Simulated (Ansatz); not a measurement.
Consider the atomization: `C=C1N=C1Cl` → 3 C• + Cl• + 2 H• + N•.

Program: Ansatz. Geometries: PBE0-D4/def2-TZVP. ΔE: electronic, gas phase. CCSD(T)/CBS adds triple-zeta CCSD(T) − MP2 to the extrapolated MP2 energy (def2 sets, frozen cores). This one scheme is used for every species, atoms too. DFT in def2-TZVPP. No spin–orbit coupling; open shells (•) take unrestricted orbitals. Spin–orbit coupling would lower the free atoms: a little for C, Cl.

**Question.** What is ΔE at CCSD(T)/CBS? (An estimate is asked.)

**Answer.** Ansatz gave: +29.85 eV.

**Question.** What do these levels give: revPBE-D4, r2SCAN-D4, r2SCAN0-D4, ωB97X-V, PBE, BHLYP, LC-ωPBE, MP2/def2-SVP, CCSD(T)/def2-SVP, MP2/def2-TZVPP, MP2/def2-QZVPP, SCS-MP2/def2-QZVPP? (Best estimate.)

**Answer.** The calculation gave: revPBE-D4 30.95, r2SCAN-D4 30.34, r2SCAN0-D4 29.43, ωB97X-V 30.18, PBE 31.86, BHLYP 28.27, LC-ωPBE 30.26, MP2/def2-SVP 29.25, CCSD(T)/def2-SVP 28.28, MP2/def2-TZVPP 30.12, MP2/def2-QZVPP 30.69, SCS-MP2/def2-QZVPP 30.24 eV.

Largest T1 diagnostic among the species: 0.013.

At CCSD(T), def2-SVP lies −1.57 eV from the extrapolated value and def2-TZVPP −0.96 eV: correlation converges slowly with the basis, and small sets miss more of it in the bonded molecule than in its fragments. From r2SCAN to r2SCAN0 (25 % exact exchange), in def2-TZVPP and without D4, ΔE moves by −0.92 eV: exact exchange takes away binding that semilocal exchange gives to molecules. Leaving LDA and LC-ωPBE aside and taking each functional with its dispersion term where it has one, the values, not all of them listed here, spread over 3.56 eV, from BHLYP-D4 to PBE-D4. LDA lies +4.31 eV from PBE without D4, its usual overbinding.

For atomizations the MP2-based limit and the directly extrapolated one differ by several kJ/mol either way, and by 10 to 25 for some Ge, Se and Sn compounds, so smaller differences from it don't rank the levels.
